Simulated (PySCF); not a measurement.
Continuum solvent and chemical shifts

Atoms are numbered as in `[C-:1]#[N+:2][C:3]#[CH:4]`. Hydrogens are named by the atom that carries them.

GIAO PBE0/pcSseg-1 in PySCF on one PBE0-D3(BJ)/def2-SVP conformer, non-relativistic, equivalent nuclei averaged. Solvents enter as an IEF-PCM continuum (dichloromethane with ε = 8.9, water with ε = 78.4) around the gas-phase geometry. Shifts are referred to TMS computed in the same medium.

Gas phase, δ in ppm: C1 187.4, C3 65.7, C4 47.0, H(C4) 1.62. Dipole moment 2.84 D.

Q: How does each δ change in the continuum?

A: 
| atoms | environment | Δδ, dichloromethane | Δδ, water |
| --- | --- | --- | --- |
| C1 | isocyanide carbon | -6.3 | -7.4 |
| C3 | alkyne carbon | +0.4 | +0.5 |
| C4 | terminal alkyne carbon | +5.0 | +6.0 |
| H(C4) | hydrogen on a terminal alkyne carbon | +0.63 | +0.75 |

Changes are relative to the gas phase. The dipole moment becomes 3.59 D in dichloromethane, 3.73 D in water.

Q: Which of the listed nuclei move most (in ppm), and what does the model miss? (N and O are left out, as their reference compounds move with the solvent too.)

A: C1 (isocyanide carbon, -7.4 ppm) in water. A continuum only polarises the solute; specific hydrogen bonds, the anisotropy of aromatic solvents and changes of geometry or conformer are outside it.
